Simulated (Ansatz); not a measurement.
Results of r²SCAN (Ansatz, a quantum-chemistry and plane-wave program, PAW) for diamond-structure Si.

Run with plane-wave cutoff 600 eV, 12×12×12 k mesh, finite displacements, scalar-relativistic PAW data made under PBE.

Computed at the level's own relaxed cell.

Predict the high-frequency dielectric constant and TO(Γ) frequency.


- high-frequency dielectric constant = 11.7
- TO(Γ) frequency = 518 cm⁻¹

Measured, for comparison: high-frequency dielectric constant 11.8 (300 K, no zero-point or thermal correction, our sources range from 11.7 to 12.1; as tabulated in Skelton et al. (2020), arXiv:2005.00277); zone-centre TO phonon frequency 525 cm⁻¹ (low temperature, zero-point motion not removed; as tabulated in Tanner et al. (2021), arXiv:2110.11888). Computed (rounded) less measured: high-frequency dielectric constant -0.8 % (inside the range of the sources held), zone-centre TO phonon frequency -1 %.
